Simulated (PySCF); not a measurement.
B3LYP has the VWN-RPA correlation part, as in Gaussian. Delta-SCF ions had no search for a lower state. 

Species: CF4, SMILES `FC(F)(F)F` (charge 0, multiplicity 1).

### Question
Estimate the vertical ionisation energy (Delta-SCF), LUMO and HOMO–LUMO gap that B3LYP-D3(BJ)/def2-TZVP (PySCF) returns for this input.

### Answer

```
Item                                      Result
--------------------------------------  --------
vertical ionisation energy (Delta-SCF)  15.46 eV
LUMO                                     2.21 eV
HOMO–LUMO gap                           14.51 eV
```
